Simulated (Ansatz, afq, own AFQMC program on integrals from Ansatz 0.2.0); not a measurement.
Two steps: Ansatz 0.2.0 writes the Fock matrix and Cholesky factors of the valence space, and afq projects on them the lowest state that overlaps trial and start.

```yaml
crystal:
  periodic: [false, false, false]
  atoms:
    - {symbol: Zr, position_ang: [0.000000, 0.000000, 0.000000]}
    - {symbol: B, position_ang: [0.000000, 0.000000, 1.894000]}
basis:
  gaussian: {orbitals: def2-SVP}
magnetization: {spin_polarized: true, initial_magnetization: 5}
correlation: {method: ccsd_t, electrons: outside_noble_gas, hamiltonian_folder: ham}
```

```sh
$ ansatz run in.yaml --threads 1 --pin off --events-out ev --progress --plain --max-ram 1382MiB
```

Options of the walk:

```
--method phaseless --trial hf --walkers 120 --populations 1 --least-time 40 --time-step 0.005 --steps-per-block 20 --equilibration-blocks 160 --max-blocks 600 --target-error 0.0009600 --factor-cut 1e-05 --start spin_pure --seed 7254 --taylor-order 6
```

Times are imaginary, in 1/Eh. The walk had a cap of 1122 s. Core potentials past Kr, no spin–orbit coupling.

afq prints:

```
orbitals 40  electrons 6 1  factors 334 of 476
reference energy -70.97097306 Eh
CCSD correlation -0.11931950 Eh in 12 cycles, weight of the determinant in the CISD state 0.8924
energy of the start -70.971016 Eh
 block  time / (1/Eh)  mean weight  energy / Eh
     1     0.100  1.0007  -70.987980
     2     0.200  0.9995  -71.004290
     3     0.300  1.0006  -71.012091
     4     0.400  1.0005  -71.020447
     5     0.500  1.0018  -71.027024
     8     0.800  0.9995  -71.049770
    20     2.000  1.0004  -71.070083
    77     7.700  1.0009  -71.076313
   134    13.400  0.9988  -71.091328
   191    19.100  0.9991  -71.084562
   248    24.800  1.0010  -71.078444
   305    30.500  0.9998  -71.088826
   362    36.200  1.0008  -71.085345
   419    41.900  1.0004  -71.084096
   438    43.800  0.9994  -71.073653
   476    47.600  0.9990  -71.080060
   533    53.300  0.9986  -71.104245
   590    59.000  0.9997  -71.089458
   647    64.700  1.0014  -71.098775
   666    66.600  1.0000  -71.110021
   704    70.400  1.0002  -71.107953
   742    74.200  0.9991  -71.078987
blocks merged  error / Eh  count
     1  0.000486  600
     2  0.000652  300
     4  0.000867  150
     8  0.001109  75
    16  0.001323  37
    32  0.001301  18
    64  0.001721  9
energy -71.092008 +/- 0.001323 Eh
(rows thinned)
```

The run passed its tests (sampling time, drift between the halves within three errors, error under three times the target), which doesn't prove that it has relaxed.

Against this walk (error 36.0 meV) on the same determinant: CCSD(T) 119.9 meV lower, CCSDT(Q) 162.1 meV lower, a separate phaseless walk with a CISD trial and standard settings 120.5 ± 38.3 meV lower. The error is statistical and leaves out the bias of the constraint. CCSDT(Q) is the surest value here, so the walk's 162 meV above it is most likely the bias of the constraint with this trial, which can have either sign.

Cautions: constraint bias not in the error; error above the target (36.0 against 26.1 meV); no spin-orbit coupling; outer-core shells of the metal frozen; lower spins were not checked; higher spins were not checked.

The walk took 3 min on 1 thread of Intel(R) Xeon(R) 6975P-C (Granite Rapids), with other jobs on the host. The log's last line is the phaseless energy.

CCSDT and higher add their correlation energy to the determinant of the CCSD(T) run, since their own runs factorise the integrals more tightly (a shift of under 2 meV). A walk keeps the symmetry of its determinant, which the program's search chose and which needn't be the lowest solution, so a lower state of the same spin and another symmetry isn't excluded.
